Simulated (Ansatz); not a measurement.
Reading a saddle point

A first-order saddle point of AlPNH7, closed shell, PBE0-D4/def2-TZVP, with one imaginary mode of 1188i cm⁻¹:

Al1  (-0.560, -0.061, -1.091)
N2  (0.510, 1.291, -0.270)
H3  (0.212, -0.840, -2.240)
H4  (-2.104, 0.311, -1.117)
H5  (0.574, 0.312, 0.866)
P6  (-0.057, -1.165, 1.075)
H7  (0.071, 2.168, -0.014)
H8  (1.417, 1.502, -0.669)
H9  (0.868, -2.202, 1.294)
H10  (-0.931, -1.315, 2.167)
(Å)

Ansatz 0.2.0; basis: def2-TZVPP and def2-QZVPP; cores frozen in the correlated methods. Extrapolation: Hartree–Fock as exp(−7.88 √X), correlation as X^−2.97.

Task: Which contacts change along the imaginary mode, and what lies on either side? (Judge from chemistry; the calculation decides.)

Result: By the calculation: The step is AlNH₄ ([NH2][AlH2]) + PH₃ → AlPH₄ ([AlH2][PH2]) + NH₃ (still joined by a long Al–N bond), with the molecules in contact on both sides. Shortening one way: Al1–P6, N2–H5; lengthening the same way: Al1–N2, H5–P6.
```csv
pair,one side (Å),saddle (Å),other side (Å)
Al1–P6,2.60,2.48,2.37
N2–H5,3.80,1.50,1.02
Al1–N2,1.79,1.91,2.06
H5–P6,1.41,1.62,3.43
```

Task: Which side is lower, and how far does the saddle lie above each? (Judge from chemistry; the value comes from the calculation.)

Result: Computed: The side with Al1–P6, N2–H5 short is lower by 8.89 kcal/mol; the saddle lies 33.57 kcal/mol above it and 24.68 kcal/mol above the other (CCSD(T) at an estimated basis limit (MP2 extrapolated from triple and quadruple zeta, plus CCSD(T) − MP2 in triple zeta); electronic energies).

No T1 diagnostic of these runs exceeds 0.013.

Labels in which every atom is bracketed show which atoms are joined, not bond orders.

For scale, one of the runs: CCSD(T)/def2-TZVPP, 213 basis functions, launched by `ansatz run in.yaml --threads 2 --pin off --events-out ev --progress --plain --max-ram 4352MiB`. Time: 23 s of wall clock on 2 CPU threads; the host was shared. Peak host memory: 2.9 GiB.
